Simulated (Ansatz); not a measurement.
All numbers were calculated with Ansatz.

A structure relaxed at PBE0-D4/def2-TZVP, charge 0, multiplicity 1:

```csv
atom,x (Å),y (Å),z (Å)
N1,-0.3065,-0.5762,1.3725
C2,-0.6679,-0.6397,0.0176
C3,-0.0656,0.0960,-0.9167
N4,0.9291,1.0369,-0.6052
H5,-0.9850,-1.0012,1.9841
H6,-0.1235,0.3722,1.6773
H7,-1.4286,-1.3575,-0.2584
H8,-0.3710,0.0218,-1.9517
H9,1.4416,1.3535,-1.4127
H10,1.5775,0.6942,0.0932
```

(1) Give its formula and SMILES.

(2) Point group (tolerance 0.08 Å, 0.16 Å for H)?

(3) Summarise the bond lengths by kind.

Answers

(1) C2H6N2, `N/C=C\N`.

(2) C2.

(3) 2 × C–N 1.404 Å; 4 × H–N 1.008 to 1.013 Å; 1 × C–C 1.333 Å; 2 × C–H 1.082 Å.
